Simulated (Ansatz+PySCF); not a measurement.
## singlet PH₃: levels of theory in one basis

```yaml
atoms:
  - { symbol: P, position_ang: [0.0274, -0.0371, 0.1495] }
  - { symbol: H, position_ang: [1.1948, -0.0001, -0.6009] }
  - { symbol: H, position_ang: [-0.6180, 1.0376, -0.6968] }
  - { symbol: H, position_ang: [-0.6345, -1.0155, -0.6784] }
```

Basis set: def2-SVP (spherical functions). Frozen core: 5 orbitals. Charge 0, multiplicity 1.

Computed with Ansatz (development build ahead of 0.2.0); each method stands on the lowest determinant of its kind that the runs found. NEVPT2 correlates all electrons. Active spaces start from the frontier orbitals, and the lowest solution found is given.

| method | E − E(RHF) (eV) | <S²> of the determinant |
| --- | --- | --- |
| RHF | 0.00 | 0.00 |
| UHF-CCSD | -4.42 | 0.00 |
| RHF-CCSD(T) | -4.52 | – |
| CASSCF(8,7) | -1.40 | – |
| SC-NEVPT2(8,7) | -4.04 | – |

Problem. What does RHF-MP2 give on the same scale?

Solution. -3.64 eV.

Problem. Is a single determinant a sound starting point here?

Solution. By this sign, yes. Unrestricted orbitals gain 0.00 eV and <S²> is 0.00 against 0.00 for a pure state. The CASSCF(8,7) natural occupations are 1.99, 1.98, 1.97, 1.97, 0.04, 0.03, 0.02.
